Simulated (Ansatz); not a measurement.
Relaxation of BFH4O (7 atoms, charge 0, multiplicity 1), to a largest force component of 0.03 eV/Å in at most 50 steps.

Level of theory: Ansatz 0.2.0, RKS CAM-B3LYP/cc-pVDZ.

```xyz
7
Properties=species:S:1:pos:R:3
B 0.043 0.386 -0.434
O -0.015 -0.097 2.119
H -0.949 -0.271 2.316
H 1.100 -0.126 -0.696
H -1.035 -0.094 -0.683
F 0.059 1.642 0.022
H 0.010 0.883 2.006
```

Task: Where does it end, and by what steps?

Result: The forces met the threshold. The force dipped under the threshold on the way, but the program's further checks kept it going. After 17 steps the energy has fallen by 0.356 eV; H3 moved furthest, 0.63 Å. Joined: B1–O2 (2.60 → 1.74 Å).

```tsv
step	energy less start (eV)	largest force component (eV/Å)	accepted
0	0.0000	0.869	yes
1	-0.0815	1.683	yes
2	-0.2000	1.670	yes
3	-0.2698	1.372	yes
4	-0.3317	0.219	yes
5	-0.3402	0.164	yes
6	-0.3437	0.073	yes
7	-0.3467	0.177	yes
8	-0.3482	0.100	yes
9	-0.3503	0.216	yes
10	-0.3535	0.036	yes
11	-0.3354	0.737	no
12	-0.3538	0.058	yes
13	-0.3545	0.075	yes
14	-0.3553	0.011	yes
15	-0.3555	0.076	yes
16	-0.3556	0.032	yes
17	-0.3557	0.002	yes
```

```xyz
7
Properties=species:S:1:pos:R:3
B -0.030 0.332 -0.078
O -0.141 -0.078 1.604
H -1.020 0.203 1.906
H 1.116 0.003 -0.304
H -0.949 -0.329 -0.518
F -0.253 1.698 -0.036
H 0.490 0.493 2.074
```

Whether the end is a true minimum wasn't checked by a vibrational analysis.

Time of the run: 28 s on 1 thread of Arm Neoverse V2 (shared host), peak memory 0.13 GiB.
